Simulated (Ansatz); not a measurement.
in.yaml

```yaml
crystal:
  periodic: [false, false, false]
  atoms:
    - {symbol: B, position_ang: [0.000000, 0.000000, 0.169519]}
    - {symbol: B, position_ang: [0.000000, 0.000000, -1.516481]}
    - {symbol: H, position_ang: [0.000000, 0.000000, 1.346963]}
basis:
  gaussian: {orbitals: 6-31G}
magnetization: {spin_polarized: false, initial_magnetization: 1}
correlation: {active_space: {window: {electrons: 5, orbitals: 6}, fixed_orbitals: true, states: [{multiplicity: 2, weights: [1, 0.5, 1, 1]}]}}
scf: {lower_state_search: full}
output: {forces: true}
```

```sh
$ ansatz run in.yaml --threads 1 --pin off --events-out ev --progress --plain --max-ram 2393MiB
```

Problem. Roughly how long does this take on 1 thread of Arm Neoverse V1, shared host, and how much host memory?

Solution. 0.39 s wall and 0.07 GiB.

```
439 factors; integrals over basis functions are off by at most 9.6e-8 eV
mean field evaluation 1: about -1351.7645 eV, gradient 1.0e1 eV
mean field evaluation 2: about -1351.7652 eV, gradient 1.0e1 eV
mean field evaluation 4: about -1352.5367 eV, gradient 1.3e0 eV
mean field evaluation 8: about -1352.5758 eV, gradient 6.9e-4 eV
mean field evaluation 16: about -1349.7643 eV, gradient 6.7e-2 eV
mean field evaluation 32: about -1349.5081 eV, gradient 6.0e0 eV
mean field evaluation 64: about -1352.2106 eV, gradient 1.5e-1 eV
mean field evaluation 96: about -1351.8173 eV, gradient 6.6e0 eV
mean field evaluation 128: about -1347.9203 eV, gradient 2.6e1 eV
mean field -1352.57580582 eV, -49.7062440551 hartree, gradient 1.2e-6 eV, S^2 0.750000; 10 other end points of the search recorded, 0 dependent functions left out
reference -1352.57580582 eV, -49.7062440551 hartree; 6, 5 occupied and 14, 15 virtual orbitals, 439 factors
state -1353.15412316 eV, -49.7274968253 hartree
state -1352.95411540 eV, -49.7201466757 hartree
state -1352.91235868 eV, -49.7186121445 hartree
state -1352.89722804 eV, -49.7180561039 hartree
the calculation of the forces begins
Total energy: -1352.98307645 eV, -49.7212109747 hartree
Atom 0 at     0.000000     0.000000     0.169519 Å, force     0.000000    -0.000000    -0.922248 eV/Å
Atom 1 at     0.000000     0.000000    -1.516481 Å, force    -0.000000     0.000000     1.394945 eV/Å
Atom 2 at     0.000000     0.000000     1.346963 Å, force    -0.000000    -0.000000    -0.472696 eV/Å
Dipole moment:    -0.000000    -0.000000     0.265187 e Å
```

The total printed last is the weighted mean of the 4 states, 0.171 eV above the lowest of them, and is no single state's energy.

Forces (eV/Å):
```
B    0.000  0.000 -0.922
B    0.000  0.000  1.395
H    0.000  0.000 -0.473
```
